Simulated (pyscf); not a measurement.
One substitution at C on the doublet surface with elements of a group swapped. ωB97M-D3(BJ)/def2-TZVP, eV, from the separated reactants. Structures and frequencies: ωB97X-D3(BJ)/def2-SVP in PySCF.

| step | barrier | reaction energy | imaginary mode (i cm⁻¹) |
|---|---|---|---|
| `[CH3][CH3]` + `[OH][Ga][OH]` [doublet] -> `[CH3][Ga]([OH])[OH]` + `[CH3]` [doublet] | ___ | ___ | 1092 |
| `[CH3][CH3]` + `[OH][Al][OH]` [doublet] → `[CH3][Al]([OH])[OH]` + `[CH3]` [doublet] | 1.93 | +0.36 | 1153 |

Problem. What belongs in the gaps?

Solution. 
- `[CH3][CH3]` + `[OH][Ga][OH]` [doublet] -> `[CH3][Ga]([OH])[OH]` + `[CH3]` [doublet], barrier: 2.07
- `[CH3][CH3]` + `[OH][Ga][OH]` [doublet] -> `[CH3][Ga]([OH])[OH]` + `[CH3]` [doublet], reaction energy: +0.77

Each row is the saddle that its search found. Elements up to Kr have no core potential and no relativistic terms here.
